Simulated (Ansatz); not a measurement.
**NH4⁺ ··· CH4**

The pair of NH4⁺ (SMILES [NH4+], atoms 1–5) and CH4 (SMILES C, atoms 6–10), both closed shells, in one local arrangement (a lower one may exist), relaxed at PBE0-D4/def2-TZVP:

N1  (-0.022, -0.081, -1.589)
H2  (-0.151, 0.858, -1.973)
H3  (-0.765, -0.693, -1.934)
H4  (-0.054, -0.042, -0.556)
H5  (0.884, -0.447, -1.889)
C6  (0.023, 0.080, 1.563)
H7  (-0.010, 0.118, 2.651)
H8  (-0.892, 0.557, 1.201)
H9  (0.072, -0.975, 1.281)
H10  (0.915, 0.625, 1.244)
(Å)

Program: Ansatz 0.2.0. Basis: def2-TZVPPD, with def2-QZVPPD for the basis limit. Cores are frozen in the correlated methods. B3LYP uses VWN-RPA correlation. Extrapolation: Hartree–Fock as exp(−7.88 √X), correlation as X^−2.97. Interaction energies count from these two fragments, frozen as in the pair, with the counterpoise correction; negative means bound.

**Question.** What is the interaction energy by CCSD(T) at an estimated basis limit (MP2 extrapolated from triple and quadruple zeta, plus CCSD(T) − MP2 in triple zeta)? (Judge from chemistry; the value comes from the calculation.)

**Answer.** Computed: -5.71 kcal/mol. Hartree–Fock alone gives -2.93 kcal/mol at the basis limit. It counts from the two fragments frozen as in the pair.

The same quantity by other methods in triple zeta, and each one's difference from that estimate:
```
   method  E_int (kcal/mol)  difference
   PBE-D4             -6.77       -1.05
revPBE-D4             -5.87       -0.16
  BLYP-D4             -5.82       -0.11
r2SCAN-D4             -6.25       -0.54
   B97M-V             -5.94       -0.23
  PBE0-D4             -6.36       -0.64
 B3LYP-D4             -5.83       -0.12
 HSE06-D4             -6.35       -0.64
  wB97X-V             -5.72       -0.01
  wB97M-V             -5.85       -0.14
   B2PLYP             -5.18        0.53
       HF             -2.89        2.82
      MP2             -5.43        0.28
     CCSD             -4.99        0.73
  CCSD(T)             -5.35        0.37
```
Differences are method less estimate.

Energy to bend the free fragments (PBE0-D4 minima) into their shapes in the pair, CCSD(T)/def2-TZVPPD: NH4⁺ 0.07 kcal/mol; CH4 0.43 kcal/mol. This must be added to the interaction energy to get the binding energy from relaxed fragments.

Basis-set superposition shift (counterpoise-corrected less uncorrected): CCSD(T) 0.30; MP2 0.30; HF 0.02; PBE0-D4 0.03; wB97M-V 0.04 kcal/mol.

No T1 diagnostic of these runs exceeds 0.008.

For scale, one of the runs: CCSD(T)/def2-TZVPPD, 210 basis functions, launched by `ansatz run in.yaml --threads 2 --pin off --events-out ev --progress --plain --max-ram 5222MiB`. Time: 36 s of wall clock on 2 CPU threads; the host was shared. Peak host memory: 2.9 GiB.
